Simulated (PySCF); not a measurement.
## Cost of excited-state runs on `[AlH3-][CH2][SiH3]`, [CH$_{8}$AlSi]-, charge -1

Numbering as in the mapped SMILES `[AlH3-:1][CH2:2][SiH3:3]`. Each H is labelled by its parent atom.

PySCF with density fitting, on 1 thread of an Arm Neoverse N1, shared host. Command: `OMP_NUM_THREADS=1 python excited_run.py task.json out`

**Question.** How long does each of these runs take, and how much memory?
- magnetisability and related constants, B3LYP/aug-pcSseg-1; isotopologues; writes grids
- magnetisability and related constants, KT3/pcseg-1; IEF-PCM water
- magnetisability and related constants, OLYP/6-311G**; grid level 1; fitting basis def2-qzvpp-jkfit

**Answer.** 
| run | level | basis functions | wall time | peak memory (GiB) |
| --- | --- | --- | --- | --- |
| magnetisability and related constants | B3LYP/aug-pcSseg-1 | 164 | 24 s | 0.73 |
| magnetisability and related constants | KT3/pcseg-1 | 90 | 8.1 s | 0.45 |
| magnetisability and related constants | OLYP/6-311G** | 118 | 9.2 s | 0.45 |

Times from a shared host are rough.
